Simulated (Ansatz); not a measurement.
## Molecular dynamics, step by step

H₂OF, doublet, HF/def2-SVP (Ansatz 0.2.0). Settings (timestep in fs, temperature in K; T counts 6 degrees of freedom):

```yaml
hamiltonian: {xc: hf}
md: {n_steps: 40, timestep: 0.5, temperature: 1500, ensemble: nve, seed: 76, initial_velocities: maxwell_boltzmann}
```

Start, the saddle point found with PBE0-D4 in triple zeta (not stationary at another level):

```
4
angstrom
H -0.4909 -0.1724 -0.1858
F -0.9098 1.0449 0.0207
O 0.3087 -0.6624 0.2549
H 1.0919 -0.2101 -0.0897
```

```
step  time (fs)  potential energy less the start (meV)  kinetic energy (meV)  T (K)
   0       0.00                                    0.0                 387.8   1500
   2       1.00                                  199.0                 191.3    740
   4       2.00                                  209.9                 181.3    701
   6       3.00                                    1.0                 385.5   1491
   8       4.00                                 -162.4                 541.3   2094
  10       5.00                                   -1.2                 391.5   1515
  12       6.00                                  -91.3                 481.9   1864
  14       7.00                                 -457.1                 835.0   3230
  16       8.00                                 -447.8                 830.2   3211
  18       9.00                                 -221.5                 611.2   2364
  20      10.00                                 -193.7                 585.3   2264
  22      11.00                                 -480.4                 867.7   3356
  24      12.00                                 -814.8                1194.0   4619
  26      13.00                                 -768.8                1152.0   4456
  28      14.00                                 -596.6                 991.9   3837
  30      15.00                                 -814.3                1196.1   4627
  32      16.00                                 -850.6                1230.9   4761
  34      17.00                                 -563.8                 952.0   3683
  36      18.00                                 -379.8                 771.7   2985
  38      19.00                                 -529.0                 918.7   3554
  40      20.00                                 -867.9                1249.9   4835
```

Step 24, positions (Å) and forces (eV/Å):

| atom | x | y | z | Fx | Fy | Fz |
| --- | --- | --- | --- | --- | --- | --- |
| H1 | -0.219 | -0.751 | -0.562 | 0.602 | -0.107 | 1.318 |
| F2 | -0.912 | 1.050 | 0.040 | -0.761 | 1.185 | -0.033 |
| O3 | 0.289 | -0.617 | 0.256 | 0.916 | -0.962 | -1.927 |
| H4 | 1.171 | -0.454 | -0.096 | -0.757 | -0.117 | 0.642 |

Step 34, positions (Å) and forces (eV/Å):

```
atom       x       y       z      Fx      Fy      Fz
  H1   0.034  -1.319  -0.511   0.715   2.969   3.258
  F2  -0.933   1.088   0.050  -0.556   0.789  -0.086
  O3   0.292  -0.619   0.232   2.675  -3.889  -4.045
  H4   1.279  -0.566   0.035  -2.834   0.131   0.873
```

Step 38, positions (Å) and forces (eV/Å):

```tsv
atom	x	y	z	Fx	Fy	Fz
H1	0.117	-1.461	-0.413	0.434	3.639	2.801
F2	-0.944	1.107	0.054	-0.483	0.682	-0.071
O3	0.297	-0.631	0.217	3.451	-4.467	-3.306
H4	1.312	-0.586	0.110	-3.402	0.146	0.576
```

Last step (40):

```json
{"atom": "H1", "x (Å)": "0.1660", "y (Å)": "-1.4798", "z (Å)": "-0.3222"}
{"atom": "F2", "x (Å)": "-0.9497", "y (Å)": "1.1162", "z (Å)": "0.0555"}
{"atom": "O3", "x (Å)": "0.3029", "y (Å)": "-0.6405", "z (Å)": "0.2065"}
{"atom": "H4", "x (Å)": "1.2785", "y (Å)": "-0.5936", "z (Å)": "0.1573"}
```

Hardware: 2 CPU threads of an Arm Neoverse V1, shared host. Wall time about 5.5 s.
